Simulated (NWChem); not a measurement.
System: ethanethiol (C$_{2}$H$_{6}$S); SMILES C(C)S

Input file for NWChem:

```
start job
memory heap 200 mb stack 900 mb global 1100 mb
geometry units angstroms noautosym nocenter noautoz
  C      0.368206    -1.629394    -0.058445
  C     -0.632012    -0.494513     0.043069
  S      0.100276     1.169517    -0.070791
  H     -0.145643    -2.604424    -0.041489
  H      1.078445    -1.611922     0.783099
  H      0.950917    -1.560308    -0.988868
  H     -1.346653    -0.526065    -0.794459
  H     -1.229321    -0.563555     0.965392
  H      0.833590     1.096238     1.061508
end
basis spherical
  * library pcseg-1
end
dft
  xc m06-2x
  iterations 150
end
cosmo
  do_cosmo_smd true
  solvent water
end
task dft energy
```

Excerpt of the output:

```
             Northwest Computational Chemistry Package (NWChem) 7.3.0
             --------------------------------------------------------

                             Geometry "geometry" -> ""
                             -------------------------

 Output coordinates in angstroms (scale by  1.889725989 to convert to a.u.)

  No.       Tag          Charge          X              Y              Z
 ---- ---------------- ---------- -------------- -------------- --------------
    1 C                    6.0000     0.36820600    -1.62939400    -0.05844500
    2 C                    6.0000    -0.63201200    -0.49451300     0.04306900
    3 S                   16.0000     0.10027600     1.16951700    -0.07079100
    4 H                    1.0000    -0.14564300    -2.60442400    -0.04148900
    5 H                    1.0000     1.07844500    -1.61192200     0.78309900
    6 H                    1.0000     0.95091700    -1.56030800    -0.98886800
    7 H                    1.0000    -1.34665300    -0.52606500    -0.79445900
    8 H                    1.0000    -1.22932100    -0.56355500     0.96539200
    9 H                    1.0000     0.83359000     1.09623800     1.06150800

 Effective nuclear repulsion energy (a.u.)     107.0574005825

                                 NWChem DFT Module
                                 -----------------

 Summary of "ao basis" -> "ao basis" (spherical)
 ------------------------------------------------------------------------------
       Tag                 Description            Shells   Functions and Types
 ---------------- ------------------------------  ------  ---------------------
 C                          pcseg-1                  6       14   3s2p1d
 S                          pcseg-1                  8       18   4s3p1d
 H                          pcseg-1                  3        5   2s1p

 in cosmo_initialize ...
 calling solv_data for solv:h2o

 solvent parameters
 solvname_short: h2o
 solvname_long:  water
 dielec:       78.4000
 dielecinf:     1.7769
 aqueous SMD model solvent descriptors
 dielec:       78.4000
 sola:          0.8200

          ---------------
          -cosmo- solvent
          ---------------
 Cosmo: York-Karplus, doi: 10.1021/jp992097l
 dielectric constant -eps-     =  78.40
 screen = (eps-1)/(eps    )    =   0.98724
 surface charge correction     = lagrangian

   van der Waals surface
 --------------------------

[...]

                                COSMO-SMD solvation results
                                ---------------------------

             internal energy in gas <Psi(g)|H|Psi(g)> =      -477.913169564855
         internal energy in solvent <Psi(s)|H|Psi(s)> =      -477.912360487532
                               delta internal energy  =         0.000809077323 (    0.51 kcal/mol)
   total free energy in solvent <Psi(s)|H+V/2|Psi(s)> =      -477.918413766410
 polarization energy contribution <Psi(s)|V/2|Psi(s)> =        -0.006053278878 (   -3.80 kcal/mol)
    total free energy in solvent including G(SMD-CDS) =      -477.915255002529
                       G(SMD-CDS) energy contribution =         0.003158763881 (    1.98 kcal/mol)
     1 M fixed-concentration free energy of solvation =        -0.002085437674 (   -1.31 kcal/mol)

                       DFT Final Molecular Orbital Analysis
                       ------------------------------------

 Vector   15  Occ=2.000000D+00  E=-4.064284D-01
              MO Center= -8.6D-02, -8.0D-01,  3.1D-02, r^2= 2.8D+00
   Bfn.  Coefficient  Atom+Function         Bfn.  Coefficient  Atom+Function
  ----- ------------  ---------------      ----- ------------  ---------------
    62      0.305275  7 H  s                 52      0.282830  5 H  s
    20     -0.243123  2 C  pz                 6      0.229125  1 C  pz
    18     -0.183930  2 C  px                36      0.179964  3 S  px
     4      0.169844  1 C  px                37      0.152742  3 S  py
    72      0.148734  9 H  s                 47     -0.143120  4 H  s

 Vector   16  Occ=2.000000D+00  E=-3.787032D-01
              MO Center= -3.5D-02,  4.0D-01, -7.8D-02, r^2= 3.3D+00
   Bfn.  Coefficient  Atom+Function         Bfn.  Coefficient  Atom+Function
  ----- ------------  ---------------      ----- ------------  ---------------
    37      0.459964  3 S  py                38     -0.295664  3 S  pz
    32      0.244561  3 S  s                 19     -0.235728  2 C  py
     5      0.180849  1 C  py                47     -0.179354  4 H  s
    34     -0.172136  3 S  py                67      0.171612  8 H  s
    31      0.169953  3 S  s                 40      0.165911  3 S  py

 Vector   17  Occ=2.000000D+00  E=-2.983024D-01
              MO Center=  7.0D-02,  9.8D-01, -3.1D-02, r^2= 2.1D+00
   Bfn.  Coefficient  Atom+Function         Bfn.  Coefficient  Atom+Function
  ----- ------------  ---------------      ----- ------------  ---------------
    36      0.547696  3 S  px                38     -0.375888  3 S  pz
    39      0.311417  3 S  px                37     -0.277631  3 S  py
    41     -0.212949  3 S  pz                33     -0.199963  3 S  px
    40     -0.164349  3 S  py                35      0.137197  3 S  pz
    67      0.130585  8 H  s                  5     -0.117064  1 C  py

 Vector   18  Occ=0.000000D+00  E= 5.478185D-02
              MO Center=  6.8D-02,  5.6D-01,  2.3D-01, r^2= 4.8D+00
   Bfn.  Coefficient  Atom+Function         Bfn.  Coefficient  Atom+Function
  ----- ------------  ---------------      ----- ------------  ---------------
    73      1.139139  9 H  s                 17     -1.032391  2 C  s
    39     -0.648851  3 S  px                41     -0.603079  3 S  pz
     3     -0.442066  1 C  s                 68      0.399809  8 H  s
    40     -0.392930  3 S  py                32     -0.365467  3 S  s
    53      0.325495  5 H  s                 63      0.292571  7 H  s

[...]
```

Level: M06-2X/pcseg-1, SMD on the gas-phase geometry. Structure relaxed at the PBE0/def2-SVP level. Solvent: water.
